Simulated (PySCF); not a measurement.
**Adding and removing an electron: CO**

r²SCAN; basis C def2-TZVPPD, O def2-TZVPPD; no relativity; PySCF 2.14. Neutral (UKS): singlet (closed shell), Re = 1.127 Å, ωe = 2193 cm⁻¹, De = 11.06 eV, HOMO -9.46 eV, LUMO -1.66 eV.

CO⁺ (UKS): doublet (π ↑), Re = 1.248 Å, ωe = 1552 cm⁻¹, De = 6.23 eV to C⁺ + O. The energies at the minima are -113.29883 hartree for CO and -112.69227 for CO⁺.

Work out the adiabatic ionisation energy, without and with harmonic zero-point energies (1 hartree = 27.2114 eV, 1 eV = 8065.5 cm⁻¹), and the change of the bond length.

At r²SCAN: 0.60656 hartree = 16.505 eV between the minima; the zero-point term (1552.0 − 2193.0)/2 cm⁻¹ = -0.040 eV makes it 16.466 eV. Re changes by +12.1 pm against the neutral. Minus the HOMO energy is 9.46 eV, -7.05 eV from the value between the minima; self-interaction puts the Kohn–Sham level too high, less so with exact exchange. The electron leaves a π orbital, and the longer bond of the ion fits a bonding orbital, or a change in how ionic the bond is.

For an ion De counts to the pair picked by the measured ionisation energies or electron affinities, which need not be the lowest pair at this level. Counting both spins, an empty level lies below a filled one in some of these solutions, because spin and occupation are held. States were picked by a PBE0 search and need not be the measured ground states.
